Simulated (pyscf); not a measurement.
`[SiH3][AsH2]` + `[SiH3]` [doublet] → `[AsH2]` [doublet] + `[SiH3][SiH3]`, a substitution at Si (doublet surface; As–Si broken, Si–Si formed). Structures and frequencies: ωB97X-D3(BJ)/def2-SVP in PySCF. Energies in kcal/mol from the separated reactants.

Small-basis levels: PySCF, no dispersion term, spherical d functions. Open shells are spin-unrestricted. 

| level | barrier | reaction energy |
|---|---|---|
| HF/3-21G | 25.7 | -13.9 |
| HF/6-31G*+LANL2DZ | 24.2 | -15.7 |
| B3LYP/STO-3G | 3.7 | -16.8 |
| B3LYP/LANL2DZ | ? | -14.6 |
| M06-2X/6-31G*+LANL2DZ | 5.8 | -9.7 |
| B3LYP/6-311+G**+LANL2DZ | ? | -13.3 |
| PBE/def2-SVP | -0.2 | -8.8 |
| ωB97M-D3(BJ)/def2-TZVP | ? | -11.6 |

Problem. What belongs in the gaps?

Solution. 
- B3LYP/LANL2DZ, barrier: 11.2
- B3LYP/6-311+G**+LANL2DZ, barrier: 6.3
- ωB97M-D3(BJ)/def2-TZVP, barrier: 5.6

Against the last row the barrier runs from -5.8 (PBE/def2-SVP) to +20.1 kcal/mol (HF/3-21G). At PBE/def2-SVP this geometry lies under one side, so the entry may be no barrier of that level: it is a single point on another level's saddle. ωB97M-D3(BJ)/def2-TZVP has limits of its own. This is the saddle that the search found; another between the same sides may lie lower. The angle at the attacked Si is 178°. In the def2 sets elements up to Kr have no core potential.
